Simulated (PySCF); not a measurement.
Stepwise substitution at one centre (Si F-NH2). Isolated molecules, 0 K electronic values unless said otherwise. One relaxed conformer stands for each flexible species; it need not be the lowest. Strings in code marks are SMILES.

Calculation: B3LYP-D3(BJ)/def2-TZVP in PySCF. B3LYP has the VWN-RPA correlation part, as in Gaussian. Delta-SCF ions had no search for a lower state. Excitations are Tamm–Dancoff values on a coarser integration grid. The basis has no diffuse functions, so Rydberg states are missing or too high.

| species | dipole moment (D) | HOMO (eV) | vertical ionisation energy (Delta-SCF) (eV) | T1 excitation (TDA) (eV) |
|---|---|---|---|---|
| 0 of 4 F replaced by NH2 (`F[Si](F)(F)F`) | 0.00 | -12.45 | 15.31 | – |
| 1 of 4 F replaced by NH2 | 2.88 | ? | 11.39 | 6.69 |
| 2 of 4 F replaced by NH2 (`N[Si](N)(F)F`) | 2.54 | ? | 10.36 | ? |
| 3 of 4 F replaced by NH2 (`N[Si](N)(N)F`) | – | -7.21 | 9.48 | 6.32 |

Complete the blanks.


- 1 of 4 F replaced by NH2, HOMO (eV): -8.37
- 2 of 4 F replaced by NH2 (`N[Si](N)(F)F`), HOMO (eV): -7.85
- 2 of 4 F replaced by NH2 (`N[Si](N)(F)F`), T1 excitation (TDA) (eV): 6.63
